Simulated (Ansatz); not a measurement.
Predict the output of the script below (Ansatz's Python interface).

`composite_ch2s.py`
```python
"""Relax CH2S cheaply, then refine its energy."""

import warnings

import ansatz as az
import numpy as np

warnings.simplefilter("ignore", az.DeckWarning)

molecule = (
    az.Crystal.molecule()
    .atom("C", (-0.0674, -0.0882, -0.0338))
    .atom("S", (1.3628, 0.4619, 0.5313))
    .atom("H", (-1.0201, -0.1907, 0.5985))
    .atom("H", (-0.2198, -0.2433, -1.1163))
)

base = (
    molecule.calculation()
    .basis(gaussian="def2-SVP")
    .functional("pbe0")
)
symbols = [site.symbol for site in molecule.cartesian_sites]
start = np.array([site.position_ang for site in molecule.cartesian_sites], dtype=float)
r = base.relax(force_tolerance=0.01, max_steps=100).run(threads=1, pin="off").report
end = np.array(r["positions_ang"])
print("final positions (A) and the move of each atom")
for symbol, xyz, old in zip(symbols, end, start):
    print(f"{symbol:2s} {xyz[0]:10.5f} {xyz[1]:10.5f} {xyz[2]:10.5f}   {np.linalg.norm(xyz - old):7.4f}")

minimum = az.Crystal.molecule()
for symbol, place in zip(symbols, end):
    minimum = minimum.atom(symbol, place.tolist())
at_minimum = minimum.calculation()
# MP2 extrapolated to the basis limit, plus the small-basis difference CCSD(T) - MP2
level = lambda method, basis: at_minimum.basis(gaussian=basis).correlation(method).run(threads=1, pin="off").report
small, large, cluster = level("mp2", "cc-pVDZ"), level("mp2", "cc-pVTZ"), level("ccsd_t", "cc-pVDZ")
corr = lambda each: (each["free_energy_ev"] - each["reference_energy_ev"]) / 27.211386246
mp2_limit = (27 * corr(large) - 8 * corr(small)) / 19
pieces = {"HF / cc-pVTZ": large["reference_energy_ev"] / 27.211386246, "MP2 correlation, DZ-TZ limit": mp2_limit, "CCSD(T) - MP2 / cc-pVDZ": corr(cluster) - corr(small)}
for name, value in pieces.items():
    print(f"{name:32s} {value:14.6f} Ha")
print(f"{'sum':32s} {sum(pieces.values()):14.6f} Ha")
print("T1 diagnostic", round(cluster["correlation"]["coupled_cluster"]["t1_diagnostic"], 4))
```

```console
$ python composite_ch2s.py
final positions (A) and the move of each atom
C    -0.07925   -0.04755   -0.04403    0.0436
S     1.33146    0.44433    0.54607    0.0388
H    -0.96761   -0.19237    0.59129    0.0530
H    -0.22910   -0.26470   -1.11364    0.0235
HF / cc-pVTZ                        -436.556099 Ha
MP2 correlation, DZ-TZ limit          -0.364015 Ha
CCSD(T) - MP2 / cc-pVDZ               -0.037159 Ha
sum                                 -436.957273 Ha
T1 diagnostic 0.0172
```

What to keep in mind:
- These settings explore the input space; basis and method may be short of convergence.
- The sum leaves out core correlation, relativity, the Hartree-Fock basis error and zero-point energy; a DZ-TZ extrapolation is rough.
- Inner cores stay frozen, so this is valence correlation.
- For Al to Cl the sets with a tight d function, cc-pV(X+d)Z, are usual.
- An extrapolation from small basis sets is rough.
- Hardware and time: 12 s on 1 thread of Arm Neoverse N1 (shared host), peak memory 0.19 GiB.
